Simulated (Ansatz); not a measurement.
**A ladder of methods for Li2 (lithium dimer)**

The species is Li2 (2 atoms), meant as a singlet with charge 0. As SMILES, `[Li][Li]`. The bond length is the measured one.

```xyz
2

Li    0.0000    0.0000    0.0000
Li    0.0000    0.0000    2.6729
```

Each level gives the energy change with the Li1–Li2 bond stretched from 2.673 to 6.682 Å (eV). The values are calculated.

| level | kind | program | value (eV) | CPU time (all runs) |
| --- | --- | --- | --- | --- |
| HF/def2-SVP (restricted) | Hartree–Fock | Ansatz | 1.70 | 0.2 s |
| SVWN5/def2-SVP (restricted) | LDA | Ansatz | 1.29 | 1.3 s |
| revPBE/def2-SVP (restricted) | GGA | Ansatz | 1.21 | 2 s |
| BHLYP/def2-SVP (restricted) | global hybrid | Ansatz | 1.60 | 1.4 s |
| wB97X/def2-SVP (restricted) | range-separated hybrid | Ansatz | 1.95 | 7.4 s |
| RPA@PBE/def2-SVP (restricted) | RPA | Ansatz | 0.86 | 2.9 s |
| MP2/def2-SVP (restricted) | perturbation theory | Ansatz | 1.33 | 0.19 s |
| CCSDT/def2-SVP (restricted) | coupled cluster or CI | Ansatz | 0.85 | 0.7 s |
| FCI/3-21G | exact in the basis | Ansatz | 0.88 | 2.6 s |

A spin-restricted reference rises too steeply as a bond breaks; here HF/def2-SVP, SVWN5/def2-SVP, BHLYP/def2-SVP, wB97X/def2-SVP, MP2/def2-SVP lie well above the multireference or unrestricted value. The first shape isn't each level's own minimum. The values span 0.85 to 1.95 eV. The coupled-cluster rows rest on a doubtful reference here (large T1 or Brueckner and Hartree–Fock orbitals at odds), and rows may lie in different states. High-level rows in very small sets aren't better than simpler rows in larger ones. Times are those of the runs behind each value, whatever else they computed, on shared processors of several kinds: orders of magnitude only.
